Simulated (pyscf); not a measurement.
# Routes from H₃C–Br (SMILES CBr) + H• (SMILES [H])

Candidate steps break at most two bonds and form at most two. Each was searched with GFN2-xTB (tblite) first. Optimised with ωB97X-D3(BJ)/def2-SVP in PySCF. Energies: ωB97M-D3(BJ)/def2-TZVP, kcal/mol, from the separated reactants, doublet surface; ΔG‡ with ideal gas, 1 atm, RRHO with modes under 100 cm⁻¹ raised to 100, one conformer, R ln 2 for chiral ones without a mode under 150 cm⁻¹.

```csv
products,type,ΔE‡,ΔE,ΔG‡ 298 K,ΔG‡ 900 K,ν‡ (cm⁻¹)
CH₃• + HBr,atom transfer,7.7,-16.3,12.3,23.3,833i
•H₂C–Br + H₂,hydrogen abstraction,12.4,-0.4,15.9,28.6,1488i
CH₄ + Br•,substitution at C,13.5,-37.6,20.4,35.0,1339i
```

Plain bond fissions and candidates not yet searched are not listed, and one of them may be faster. Each barrier is that of the saddle found; lower ones may exist. Left out: orbital degeneracy and the spin-orbit lowering of Br, which is large for Br, Se, Te and I. Elements up to Kr have no core potential and no relativistic terms here.
